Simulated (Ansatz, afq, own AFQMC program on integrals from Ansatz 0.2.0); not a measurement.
Integrals from Ansatz 0.2.0, then the random walk in our own AFQMC program (afq).

```yaml
crystal:
  periodic: [false, false, false]
  atoms:
    - {symbol: Cu, position_ang: [0.000000, 0.000000, 0.000000]}
    - {symbol: S, position_ang: [0.000000, 0.000000, 2.516000]}
basis:
  gaussian: {orbitals: def2-SVP}
magnetization: {spin_polarized: true, initial_magnetization: 1}
correlation: {method: ccsd_t, electrons: outside_noble_gas, hamiltonian_folder: ham}
```

```sh
$ ansatz run in.yaml --threads 1 --pin off --events-out ev --progress --plain --max-ram 1382MiB
```

Options of the walk:

```
--method phaseless --trial cisd --walkers 60 --populations 1 --least-time 40 --time-step 0.005 --steps-per-block 50 --equilibration-blocks 40 --max-blocks 300 --target-error 0.00049 --factor-cut 1e-05 --start spin_pure --seed 7031 --release-times 0.24,0.6,1.2,1.8,2.6 --release-step 0.04 --release-every 4 --taylor-order 6
```

Times are imaginary, in 1/Eh. The walk had a cap of 2171 s.

```
orbitals 35  electrons 9 8  factors 274 of 506
reference energy -2036.09525616 Eh
CCSD correlation -0.37708891 Eh in 19 cycles, weight of the determinant in the CISD state 0.8698
energy of the start -2036.471286 Eh
 block  time / (1/Eh)  mean weight  energy / Eh
     1     0.250  0.9985  -2036.468938
     2     0.500  0.9999  -2036.470024
     3     0.750  1.0033  -2036.481520
     4     1.000  1.0022  -2036.502881
     5     1.250  0.9967  -2036.477761
    10     2.500  1.0000  -2036.472821
    49    12.250  0.9961  -2036.465294
    89    22.250  1.0004  -2036.506291
   129    32.250  1.0001  -2036.496612
   169    42.250  1.0018  -2036.497073
   201    50.250  0.9995  -2036.458220
   209    52.250  1.0017  -2036.504093
   241    60.250  1.0005  -2036.528934
   249    62.250  0.9965  -2036.470384
   289    72.250  1.0056  -2036.499994
   329    82.250  1.0009  -2036.480309
   337    84.250  0.9966  -2036.464425
blocks merged  error / Eh  count
     1  0.000872  300
     2  0.001034  150
     4  0.001222  75
     8  0.001172  37
    16  0.001186  18
    32  0.001117  9
released: time / (1/Eh)  energy / Eh  error  mean overlap
  0.24  -2036.484569  0.001716  1.0054
  0.60  -2036.486094  0.002294  1.0039
  1.20  -2036.486430  0.002781  0.9699
  1.80  -2036.485848  0.004685  0.9696
  2.60  -2036.489127  0.007343  0.9860
energy -2036.485148 +/- 0.001186 Eh
(rows thinned)
```

Estimate how long the walk took on 1 thread of AMD EPYC 9R45 96-Core Processor (Zen 5), with other jobs on the host.

4.3 min of wall time.

The run passed its tests (sampling time, drift between the halves within three errors, error under three times the target), which doesn't prove that it has relaxed.

Against this walk (error 32.3 meV) on the same determinant: CCSD(T) 52.9 meV lower (within the noise). The error is statistical and leaves out the bias of the constraint. None of these is a sure reference here. The released energies get too noisy after the second time (errors over twice the walk's own, or jumping) (meV from the phaseless value at times in 1/Eh: 16 ± 47 at 0.24, -26 ± 62 at 0.60, -35 ± 76 at 1.20, -19 ± 127 at 1.80, -108 ± 200 at 2.60), so they give no level.

Cautions: constraint bias not in the error; error above the target (32.3 against 13.3 meV); no relativity below Rb; outer-core shells of the metal frozen; higher spins were not checked.

A walk keeps the symmetry of its determinant, which the program's search chose and which needn't be the lowest solution, so a lower state of the same spin and another symmetry isn't excluded.
